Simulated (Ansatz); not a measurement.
Born–Oppenheimer molecular dynamics of H₈Si₂ (10 atoms, charge 0, multiplicity 1). It starts at the highest image of a converged band. Of that band: Neighbouring images differ by up to 1.7 eV, so the band resolves the path poorly. A vibrational analysis at the climbing image gives one clearly imaginary mode, 1639i cm⁻¹: a first-order saddle point.

The calculation used RKS PBE0/def2-SVP in Ansatz 0.2.0.

| Quantity | Value |
| --- | --- |
| ensemble | NVE (velocity Verlet) |
| time step | 0.5 fs |
| steps asked | 200 |
| starting velocities drawn for | 100 K |
| seed | 4592 |

First frame:

```xyz
10
Properties=species:S:1:pos:R:3
Si -0.318 0.052 0.005
Si -0.070 -0.051 2.640
H -1.084 -0.231 3.732
H 0.879 -1.203 2.633
H 0.670 1.230 2.848
H 1.186 0.177 0.286
H -0.561 1.252 -0.862
H -0.467 -1.338 -0.516
H -2.011 0.057 0.317
H -1.357 0.054 1.260
```

What does the run give?

The run went to its last step.

```yaml
steps_done: 200
time_covered: 100 fs
mean_temperature_over_the_second_half: 2288 K
spread_of_the_potential_energy_over_the_second_half: 24.0 meV per atom
mean_potential_energy_of_the_second_half_above_the_start: -226.4 meV per atom
```

The conserved energy stayed within 0.47 meV per atom of its start (net change 0.12 meV per atom), so the integration is sound. The kinetic energy rose, since the run started high on the potential surface and went downhill. It ends in pieces (H2 + H6Si2), so much of that is their flight and rotation, not heat. A run of 0.1 ps of so small a system gives no equilibrium averages. The orbitals stay closed-shell, which can raise the energy where a bond breaks towards radicals; this wasn't checked here.

What happens to the structure?

Between its relaxed ends the band would form Si1–H9, Si2–H10 and break Si1–Si2, H9–H10. These pairs go: Si1–H9 1.72 → 12.86 Å, Si2–H10 1.89 → 14.06 Å, Si1–Si2 2.65 → 2.50 Å, H9–H10 1.15 → 0.86 Å. In the last frame they stand as before the step (other bonds may differ from the relaxed reactants and products). Also parted: Si1–H10 1.63 → 13.72 Å. It ends as H2 + H6Si2. Pairs count as bonded within 1.25 times the sum of covalent radii (0.12 Å more for H–H). Another seed would give other details.

How do temperature and energy run in time?


```csv
time (fs),T (K),potential energy less start (eV),conserved less start (meV/atom)
0,100,0.000,0.00
3,90,0.010,0.02
6,170,-0.072,0.07
9,557,-0.473,-0.08
12,1144,-1.080,-0.05
15,1864,-1.824,0.03
18,2431,-2.415,-0.44
21,2673,-2.665,-0.42
24,2631,-2.618,-0.04
27,2532,-2.512,0.28
30,2535,-2.517,0.06
33,2624,-2.615,-0.44
36,2559,-2.548,-0.45
39,2306,-2.281,0.05
42,2071,-2.035,0.28
45,1939,-1.901,0.01
48,1956,-1.923,-0.35
51,2033,-2.002,-0.37
54,2113,-2.081,0.11
57,2292,-2.266,0.09
60,2435,-2.415,-0.13
63,2497,-2.481,-0.27
66,2493,-2.477,-0.22
69,2497,-2.478,0.13
72,2637,-2.625,-0.16
75,2683,-2.674,-0.26
78,2536,-2.521,-0.17
81,2282,-2.256,0.02
84,2077,-2.044,0.14
87,2084,-2.055,-0.32
90,2109,-2.080,-0.35
93,2042,-2.008,-0.05
96,1972,-1.933,0.24
99,2010,-1.974,0.10
```

The run took 6.2 min on 1 thread of Arm Neoverse V1, on a shared host, peak memory 0.16 GiB.
